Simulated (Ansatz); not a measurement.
## Ansatz (development build ahead of 0.2.0) run

```yaml
crystal:
  periodic: [false, false, false]
  atoms:
    - { symbol: Li, position_ang: [0.0, 0.0, -1.08735] }
    - { symbol: F, position_ang: [0.0, 0.0, 1.08735] }
basis:
  gaussian: { orbitals: def2-SVP }
total_charge: 1
magnetization:
  spin_polarized: true
  initial_magnetization: 1
hamiltonian:
  xc: hf
correlation:
  method: ccsd_t
  frozen_orbitals: { F: 1, Li: 0 }
scf:
  omitted_lower_state_checks: [stability, starts, atomic_configurations, cluster_reference, orbital_swaps, given_window_search, neighbouring_geometries, increment]
```

The input is written out in the form of the current development build from the run's settings.

Results

```yaml
Converged: yes
Reference_energy: -106.52750 hartree
Correlation_energy: -0.15499 hartree
Total_energy: -106.68249 hartree
```
